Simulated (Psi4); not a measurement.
Process, species as SMILES: Cl[C]Cl (closed-shell singlet) + 3 [H][H] (H2) → C (CH4) + 2 Cl (HCl)
B3LYP-D3(BJ)/def2-TZVP geometries, fixed; electronic energies without zero-point terms.
Largest species:
```
C
H 1 1.0892
H 1 1.0892 2 109.47
H 1 1.0892 2 109.47 3 120.00
H 1 1.0892 2 109.47 3 -120.00
```

The energy of full hydrogenation at MP2 with Psi4, in kcal/mol, split into its Hartree-Fock and correlation parts. Density fitting with the program's default auxiliary sets. Cores are frozen. No added dispersion term, no relativity. Functions are those of the species that has most.

| basis | X | functions | Hartree-Fock | MP2 |
|---|---|---|---|---|
| aug-cc-pV(D+d)Z | 2 | 87 | -141.97 | -136.74 |
| aug-cc-pV(T+d)Z | 3 | 156 | -138.80 | -134.42 |
| aug-cc-pV(Q+d)Z | 4 | 264 | -138.36 | -133.58 |

Worked estimate of the basis-set limit from each neighbouring pair, with Hartree-Fock from the larger set and the correlation part extrapolated as X^-3.
Correlation parts: X = 2: 5.23, X = 3: 4.38, X = 4: 4.78.
- (2,3): (27·(4.38) - 8·(5.23))/19 = 4.02; with Hartree-Fock -138.80 the estimate is -134.78 kcal/mol.
- (3,4): (64·(4.78) - 27·(4.38))/37 = 5.07; with Hartree-Fock -138.36 the estimate is -133.29 kcal/mol.
The last two estimates differ by 1.49 kcal/mol; the largest set lies 0.29 from the last. Over the last step Hartree-Fock moves by 0.44 and the correlation part by 0.40.
